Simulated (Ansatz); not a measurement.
Si2H⁺. Total charge 1; singlet. Geometry PBE0-D4/def2-TZVP; atoms count from 1.

```xyz
3

Si   -0.152   -0.051    0.205
Si    1.177    0.394   -1.583
H    -1.025   -0.343    1.378
```

The restricted singlet is unstable: a solution with broken spin symmetry lies lower. The geometry of the singlet was relaxed on an unsound state (restricted singlet, unstable towards broken spin symmetry). At PBE0-D4/def2-TZVP a triplet of charge 1 lies 0.98 eV below the restricted singlet, each at its own geometry. The structure comes from a short search, and lower isomers may exist.

Question: Estimate the Mulliken populations from the PBE0/def2-TZVP orbitals of Ansatz.

Answer: 
| atom | charge (e) |
| --- | --- |
| Si1 | 0.37 |
| Si2 | 0.47 |
| H3 | 0.16 |
Mulliken values and Mayer orders depend strongly on the basis.

Question: And the Mayer bond orders between bonded heavy atoms (over 0.3)?

Answer: Si1–Si2 1.78 (2.27 Å).
